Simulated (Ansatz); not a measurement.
**AlNH4 (triplet): the correlation ladder at distance Al1–H4 along a hydrogen transfer = 1.733 Å, cc-pVDZ**

One table from this session's results is given with a row withheld; the runs are named, their logs left out.

Program: Ansatz 0.2.0, Gaussian basis. Level of theory: cc-pVDZ, core rule «outside noble gas», up to 6 orbitals frozen. These are calculated values, not measurements.

Plan: UHF; CCSD(T) on ROHF; CCSD(T) on UHF; BCCD(T) on ROHF; CISD; CCSDT(Q) on ROHF; CCSDT(Q) on UHF; CASSCF and MRCISD+Q, 4 electrons in 4 orbitals; CASSCF and NEVPT2, 4 electrons in 4 orbitals.

7 further runs of the same task are left out: 6 that didn't finish, 1 set aside as unsound or not needed.

## What is computed

The geometry derives from fragments relaxed apart (PBE0/def2-TZVP) and kept rigid, so it is no stationary point. A hydrogen atom is moved between rigid fragments.

6 atoms, charge 0, spin multiplicity 3.

Atoms are counted from 1 here; the program's logs count them from 0.

Bond lengths: Al1–H2 1.586 Å, Al1–H3 1.586 Å, Al1–H4 1.733 Å, H4–N5 1.237 Å, N5–H6 1.040 Å. Angles: H2–Al1–H3 120.0°, H2–Al1–H4 120.0°, H3–Al1–H4 120.0°, Al1–H4–N5 180.0°, H4–N5–H6 105.0°.

Set-up of the first run:

The input, in.yaml:

```yaml
crystal:
  periodic: [false, false, false]
  atoms:
    - {symbol: Al, position_ang: [-0.999845, 0.022483, 0.000000]}
    - {symbol: H, position_ang: [-1.792768, 1.395868, 0.000000]}
    - {symbol: H, position_ang: [-1.792769, -1.350901, 0.000000]}
    - {symbol: H, position_ang: [0.733155, 0.022483, 0.000000]}
    - {symbol: N, position_ang: [1.970155, 0.022483, 0.000000]}
    - {symbol: H, position_ang: [2.239237, -0.981743, 0.000000]}
basis:
  gaussian: {orbitals: cc-pVDZ}
magnetization: {spin_polarized: true, initial_magnetization: 2}
hamiltonian: {xc: hf}
output: {orbitals: {seedname: orbitals}}
```

Command:

```sh
> ansatz run in.yaml --threads 1 --pin off --events-out ev --progress --plain --max-ram 2393MiB
```

Among the steps run: UHF; CCSD(T) on ROHF; CCSD(T) on UHF; BCCD(T) on ROHF; CISD; CCSDT(Q) on ROHF; CCSDT(Q) on UHF; CASSCF and MRCISD+Q, 4 electrons in 4 orbitals; CASSCF and NEVPT2, 4 electrons in 4 orbitals.

One of the session's tables, all rows but one given; the rest of the session is left out.

```
       method  from UCCSDT(Q) (meV)
         ROHF               +7304.2
          UHF               +6938.8
         RMP2               +1221.4
         UMP2               +1318.0
         CISD                +734.2
        RCCSD                +185.5
        UCCSD                +176.8
     RCCSD(T)                 +37.8
     UCCSD(T)                 +38.6
      BCCD(T)                 +38.3
       RCCSDT                 +11.4
       UCCSDT                  +9.9
    RCCSDT(Q)                  +0.9
    UCCSDT(Q)                     0
  CASSCF pair                     ?
  MRCISD pair                +634.2
MRCISD+Q pair                 +66.7
```

Q: Estimate the row for CASSCF pair from the others.

As computed: from UCCSDT(Q) (meV): +6590.0. In the column «from UCCSDT(Q) (meV)» it lies between UMP2 (+1318.0) and UHF (+6938.8).

Not comparable, so not listed: CASSCF and NEVPT2, 4 electrons in 4 orbitals (they don't share determinant, frozen orbitals or solution with the rows shown, or repeat one).

Caveats from the session: Restricted and unrestricted rows rest on different reference determinants; where their highest levels disagree by more than a few hundredths of an eV, they describe different states and don't form one ladder. Warnings in the runs' records: passed over end.
